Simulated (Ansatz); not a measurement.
Compare A (`COC(C)=O`) with its isomer B (`C=C(O)OC`).

Gas-phase electronic energies from Ansatz, PBE0-D4/def2-TZVP geometries. CCSD(T)/CBS is the MP2 limit (def2-TZVPP, def2-QZVPP) plus CCSD(T) − MP2 in def2-TZVPP, frozen cores. DFT in def2-TZVPP. B3LYP here is the variant with VWN-RPA as its local correlation; programs differ in this. Each species was taken in one conformer, which may not be the lowest.

A:

```xyz
11

C    -1.826    0.154    0.217
O    -0.549   -0.475    0.213
C     0.473    0.310   -0.157
C     1.768   -0.443   -0.127
O     0.341    1.463   -0.467
H    -1.838    0.997    0.910
H    -2.079    0.516   -0.780
H    -2.533   -0.609    0.536
H     1.955   -0.818    0.881
H     2.577    0.213   -0.437
H     1.711   -1.308   -0.790
```

B:

```xyz
11

C     0.481    0.107   -1.386
C     0.785    0.344   -0.111
O     1.950    0.897    0.265
O     0.027    0.088    0.972
C    -1.237   -0.497    0.747
H     1.196    0.368   -2.151
H    -0.457   -0.337   -1.673
H     1.943    0.969    1.225
H    -1.693   -0.625    1.726
H    -1.133   -1.469    0.257
H    -1.862    0.155    0.130
```

**Question.** Which isomer does CCSD(T)/CBS put lower? Give the gap. (Best estimate.)

**Answer.** Ansatz gave: A, by 25.7 kcal/mol.

**Question.** Give E(B) − E(A) in kcal/mol with PBE0-D4, PBE-D4, MP2/def2-TZVPP, CCSD/def2-TZVPP, HF/def2-TZVPP, B3LYP, B2PLYP. (Estimate.)

**Answer.** Computed: PBE0-D4 25.8, PBE-D4 26.1, MP2/def2-TZVPP 26.9, CCSD/def2-TZVPP 26.5, HF/def2-TZVPP 28.7, B3LYP 26.5, B2PLYP 27.2. None reverses the order clearly.

Largest T1 diagnostic: 0.014.

In def2-TZVPP, CCSD(T) changes the Hartree–Fock value by −2.1 kcal/mol (the triples alone add +0.0 kcal/mol) and MP2 by −1.8 kcal/mol.
